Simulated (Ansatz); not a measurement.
```
atom    x (Å)    y (Å)    z (Å)
  Si  -0.0027  -0.0042  -1.1646
  Si   0.0084  -0.0051   1.1749
   H  -0.0089  -1.4082  -1.6890
   H  -1.2217   0.6949  -1.6859
   H   1.2225   0.6986  -1.6833
   H  -0.0030   1.4104   1.6964
   H  -1.2072  -0.7057   1.6935
   H   1.2072  -0.6963   1.6889
```

RHF on singlet Si₂H₆ was run in several spherical basis sets with Ansatz (development build ahead of 0.2.0).

Problem. Rank the basis sets by the total energy that they give, lowest first, with the distance from the lowest.
A. STO-3G
B. 6-31G(d)
C. def2-TZVP

Solution. C (0.00 eV), B (1.69 eV), A (181.63 eV).

Totals follow the description of the cores as much as that of the bonds, so this order isn't one of quality for chemistry.
